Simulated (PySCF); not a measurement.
Reproducing measurements on cyclopentane

**Experimental background.**

NIST CCCBDB Release 22 (SRD 101), experimental polarizabilities lists, for the gas: mean polarisability 9.17 Å³.

The results are set against them at the end.

Compound: cyclopentane, C₅H₁₀.
SMILES with atom numbers: `[CH2:1]1[CH2:2][CH2:3][CH2:4][CH2:5]1` (hydrogens: H6, H7 on C1; H8, H9 on C2; H10, H11 on C3; H12, H13 on C4; H14, H15 on C5)

Geometry (PBE0-D3(BJ)/def2-SVP, Å), atoms numbered from 1 in this order:
```xyz
15
C5H10 angstrom
C      0.4436    0.8482    0.8479
C      1.2725   -0.1730    0.0656
C      0.2426   -1.1505   -0.5431
C     -1.1359   -0.4739   -0.3726
C     -0.8280    0.9744    0.0143
H      0.1927    0.4512    1.8471
H      0.9674    1.8043    1.0010
H      2.0260   -0.6790    0.6877
H      1.8229    0.3436   -0.7377
H      0.2658   -2.1276   -0.0371
H      0.4670   -1.3483   -1.6023
H     -1.6953   -0.9582    0.4445
H     -1.7642   -0.5518   -1.2725
H     -0.6198    1.5747   -0.8887
H     -1.6572    1.4660    0.5460
```

Runs made with PySCF (gas phase, on this PBE0-D3(BJ)/def2-SVP geometry; no spin–orbit coupling):

| level | job | basis functions |
| --- | --- | --- |
| CAM-B3LYP/def2-SVPD | 10 singlets by full TDDFT, 4 Tamm–Dancoff triplets, polarisability, ΔSCF ions | 180 |
| B3LYP/def2-SVPD | 10 singlets by full TDDFT, 4 Tamm–Dancoff triplets, polarisability, ΔSCF ions | 180 |
| HF/def2-SVPD | 10 singlets by TDHF, 4 Tamm–Dancoff triplets, polarisability, ΔSCF ions | 180 |
| LDA/def2-SVPD | 10 singlets by full TDDFT, 4 Tamm–Dancoff triplets, polarisability, ΔSCF ions | 180 |
| PBE/def2-SVPD | 10 singlets by full TDDFT, 4 Tamm–Dancoff triplets, polarisability, ΔSCF ions | 180 |
| PBE0/def2-SVPD | 10 singlets by full TDDFT, 4 Tamm–Dancoff triplets, polarisability, ΔSCF ions | 180 |

## Comparison

**Mean polarisability.** Measured: 9.17 Å³ (NIST CCCBDB Release 22 (SRD 101), experimental polarizabilities).

| level | computed (Å³) | computed − measured (Å³) | % (from the printed values) |
| --- | --- | --- | --- |
| CAM-B3LYP/def2-SVPD | 8.63 | -0.54 | -6 |
| B3LYP/def2-SVPD | 8.75 | -0.42 | -5 |
| HF/def2-SVPD | 8.23 | -0.94 | -10 |
| LDA/def2-SVPD | 9.11 | -0.06 | -1 |
| PBE/def2-SVPD | 8.97 | -0.20 | -2 |
| PBE0/def2-SVPD | 8.68 | -0.49 | -5 |

Closest is LDA/def2-SVPD (-0.06 Å³), furthest HF/def2-SVPD (-0.94 Å³); one molecule doesn't rank methods. All 6 levels lie below the measurement. The computed values are static and purely electronic, with core orbitals frozen in the response (1 au = 0.148185 Å³). The table of measured values doesn't say here whether a value is static or optical, or holds a vibrational part.

The geometry is computed, not the measured one. Where a level misses, the cause wasn't examined.
